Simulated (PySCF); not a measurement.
Formaldehyde, CH2O.
SMILES: `C=O`

The calculation used PBE0/def2-TZVP geometry optimisation, gas phase (PySCF).

Take the most abundant isotopes and a rigid rotor. 

Question: What are A, B and C (cm⁻¹)?

Answer: Ia = 1.78, Ib = 12.84, Ic = 14.62 u·Å²; 505379 MHz·u·Å²/I gives 283889, 39368 and 34573 MHz, that is A = 9.46950, B = 1.31316, C = 1.15324 cm⁻¹.

Question: What kind of rotor is it?

Answer: A near-prolate asymmetric top: κ = (2 × 39368 − 283889 − 34573)/(283889 − 34573) = -0.96.

Question: Is it planar, by Δ = Ic − Ia − Ib?

Answer: Planar: Δ = Ic − Ia − Ib = 0.00 u·Å². For a rigid frame Δ = −2 Σ m c², so it vanishes when all atoms lie in the ab plane; here none is more than 0.01 Å from it.

Question: Give the coordinates in the principal-axis frame, origin at the centre of mass.

Answer: The sense of each axis is arbitrary; atoms in the order of the calculation.
| atom | mass (u) | a (Å) | b (Å) | c (Å) |
| --- | --- | --- | --- | --- |
| C1 | 12.000 | -0.598 | 0.000 | 0.000 |
| O2 | 15.995 | 0.598 | 0.000 | 0.000 |
| H3 | 1.008 | -1.187 | -0.939 | 0.000 |
| H4 | 1.008 | -1.184 | 0.941 | 0.000 |

Question: Where do the levels up to J = 4 lie, in K?

Answer: Above 0(0,0), as E/k:
J = 1: 1(0,1) 3.549, 1(1,1) 15.284, 1(1,0) 15.514
J = 2: 2(0,2) 10.642, 2(1,2) 22.151, 2(1,1) 22.841, 2(2,1) 58.047, 2(2,0) 58.050
J = 3: 3(0,3) 21.275, 3(1,3) 32.449, 3(1,2) 33.830, 3(2,2) 68.692, 3(2,1) 68.709, 3(3,1) 127.946, 3(3,0) 127.946
J = 4: 4(0,4) 35.436, 4(1,4) 46.177, 4(1,3) 48.478, 4(2,3) 82.884, 4(2,2) 82.934, 4(3,2) 142.146, 4(3,1) 142.147, 4(4,1) 225.092, 4(4,0) 225.092
The levels of one J sum to (2J + 1)J(J + 1)(A + B + C)/3.

Question: Which types of transition are allowed, and where do some lines up to J = 4 fall?

Answer: The dipole components are |μa| = 2.31 D, |μb| = 0.00 D, |μc| = 0.00 D; the symmetry axis of this C2v structure is a, so μb and μc vanish by symmetry and there are no b-type or c-type lines. Some lines, for components of 0.1 D or more:

| type | branch | J(Ka,Kc) | MHz | lower level (cm⁻¹) |
| --- | --- | --- | --- | --- |
| a | Q | 3(2,1) ← 3(2,2) | 349 | 47.744 |
| a | Q | 4(2,2) ← 4(2,3) | 1046 | 57.607 |
| a | Q | 1(1,0) ← 1(1,1) | 4794 | 10.623 |
| a | Q | 2(1,1) ← 2(1,2) | 14383 | 15.396 |
| a | Q | 3(1,2) ← 3(1,3) | 28765 | 22.553 |
| a | Q | 4(1,3) ← 4(1,4) | 47939 | 32.095 |
| a | R | 1(0,1) ← 0(0,0) | 73941 | 0.000 |
| a | R | 2(1,2) ← 1(1,1) | 143087 | 10.623 |
| a | R | 2(0,2) ← 1(0,1) | 147812 | 2.466 |
| a | R | 2(1,1) ← 1(1,0) | 152676 | 10.783 |
| a | R | 3(1,3) ← 2(1,2) | 214587 | 15.396 |
| a | R | 3(0,3) ← 2(0,2) | 221543 | 7.397 |
| a | R | 3(2,2) ← 2(2,1) | 221822 | 40.344 |
| a | R | 3(2,1) ← 2(2,0) | 222101 | 40.347 |
| a | R | 3(1,2) ← 2(1,1) | 228970 | 15.875 |
| a | R | 4(1,4) ← 3(1,3) | 286036 | 22.553 |
| a | R | 4(0,4) ← 3(0,3) | 295065 | 14.787 |
| a | R | 4(2,3) ← 3(2,2) | 295708 | 47.744 |
| a | R | 4(3,2) ← 3(3,1) | 295900 | 88.927 |
| a | R | 4(3,1) ← 3(3,0) | 295904 | 88.927 |
| a | R | 4(2,2) ← 3(2,1) | 296406 | 47.755 |
| a | R | 4(1,3) ← 3(1,2) | 305210 | 23.513 |

Question: Estimate the classical rotational partition function at 200 K and 500 K.

Answer: Point group C2v, symmetry number σ = 2; q = (√π/σ)·√((kT/h)³/(ABC)), k/h = 20836.6 MHz/K: 384 at 200 K, 1520 at 500 K.

No PBE0/def2-TZVP frequencies stand behind this structure, so it isn't proved a minimum. No vibrational averaging or centrifugal distortion is included, and the geometry carries the error of its method.

Time: 2.4 s; peak memory 0.28 GiB. Hardware: an Arm Neoverse V1 with one thread, shared host. That covers the optimisation of the geometry.
